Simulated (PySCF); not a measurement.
Nitrogen: a sound run and one with changed settings

Sound run: N [He] 2s2 2p3, N⁺ [He] 2s2 2p2. Computed with PySCF 2.14 in x2c-SVPall, with scalar relativity by spin-free X2C-1e. In the sound run the correlated levels freeze 1s2. The sound run starts from symmetry-adapted Hartree-Fock orbitals and uses a fine grid where one is needed.

Changed run: all electrons correlated in a basis built for the valence shell.

| species | method | sound run (hartree) | changed run (hartree) | converged |
| --- | --- | --- | --- | --- |
| N | MP2 | -54.43508 | -54.43684 | yes |
| N | CCSD(T) | -54.45068 | -54.45230 | yes |
| N⁺ | MP2 | -53.90413 | -53.90577 | yes |
| N⁺ | CCSD(T) | -53.92629 | -53.92775 | yes |

Ionisation energy of N:

| method | sound run (eV) | changed run (eV) |
| --- | --- | --- |
| UHF | 14.030 | 14.030 |
| MP2 | 14.448 | 14.451 |
| SCS-MP2 | 14.237 | 14.239 |
| CCSD | 14.273 | 14.277 |
| CCSD(T) | 14.269 | 14.274 |

A valence basis has no tight correlating functions, so it recovers only part of the core correlation, and not evenly between atom and ion.

For comparison, NIST gives 14.534 eV between the lowest levels.
